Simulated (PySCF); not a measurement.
# BH3S: the cost of one run

Computed with PySCF 2.14.0; each step states its level. No surroundings beyond the atoms listed, unless a continuum is named. Atoms count from 0, parts from 1.

## Step 1: Starting point

Each species was relaxed by itself at PBE0-D3(BJ)/def2-SVP.

## Step 2: Reaction energy: PBE0-D3(BJ)/def2-TZVPD

Job settings and geometry (Å):

```
{"job": {"kind": "react", "xc": "PBE0", "basis": "def2-TZVPD", "disp": "d3bj"}, "charge": 0, "multiplicity": 1}
-1 BH3S charge 0 multiplicity 1
B      0.087150     0.062810     0.567930
S     -0.882840     0.055150    -0.911540
H     -0.508680     0.321350     1.582320
H      1.266480    -0.177410     0.549680
H      0.083530    -0.261560    -1.802640

-1 ClH charge 0 multiplicity 1
Cl     0.642920     0.000510    -0.009270
H     -0.642010     0.000930     0.009490

+1 BClH2 charge 0 multiplicity 1
B     -0.077910     0.028220     0.008920
Cl     1.595920    -0.020760    -0.455740
H     -0.436520     0.914660     0.739120
H     -0.812470    -0.822900    -0.419780

+1 H2S charge 0 multiplicity 1
S     -0.005170     0.616960    -0.012620
H     -0.978710    -0.316820     0.010010
H      0.964290    -0.321130     0.005840
```

Level: PBE0-D3(BJ)/def2-TZVPD reaction energy of separated species, gas phase.

Launch:

```bash
$ OMP_NUM_THREADS=1 python cluster_run.py task.json out
```

The driver reads the jobs from task.json and runs them one after another.

Q: Estimate the wall time and peak memory of this first job on 1 thread of Intel Xeon at 2.50GHz, shared host.

About 8.8 s, with a peak of 0.39 GiB.
